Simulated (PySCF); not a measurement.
## Stretching OH

Set-up: H 6-31G(d,p), O 6-31G(d,p); no relativity (PySCF 2.14). Energies in eV from H + O in their ground configurations at the same level. State: ²Π (doublet), unpaired electrons π ↑.

```json
{"R (Å)": "0.839", "PBE": "-3.902"}
{"R (Å)": "0.877", "PBE": "-4.272"}
{"R (Å)": "0.916", "PBE": "-4.495"}
{"R (Å)": "0.946", "PBE": "-4.587"}
{"R (Å)": "0.975", "PBE": "-4.628"}
{"R (Å)": "1.004", "PBE": "-4.626"}
{"R (Å)": "1.043", "PBE": "-4.571"}
{"R (Å)": "1.092", "PBE": "-4.439"}
{"R (Å)": "1.151", "PBE": "-4.214"}
{"R (Å)": "1.228", "PBE": "-3.847"}
```

Question: Put a parabola through the three lowest points of the PBE curve and estimate Re, k and ωe (reduced mass 0.9481 u; 1 eV/Å² = 0.16022 mdyn/Å; ωe = 1302.8·√(k/μ) cm⁻¹).

Answer: Through R = 0.946, 0.975, 1.004 Å the second-order coefficient is 25.6 eV/Å², so Re ≈ 0.988 Å, k ≈ 8.19 mdyn/Å and ωe ≈ 3829 cm⁻¹. A polynomial fit of higher order to the unrounded PBE energies gives Re = 0.988 Å, k = 7.21 mdyn/Å, ωe = 3593 cm⁻¹; anharmonicity and rounding make the difference.

The higher-order fit for each curve: PBE: Re = 0.988 Å, ωe = 3593 cm⁻¹, De = 4.63 eV.

The state is the lowest determinant that a PBE0 search found; another state may lie lower at other levels.
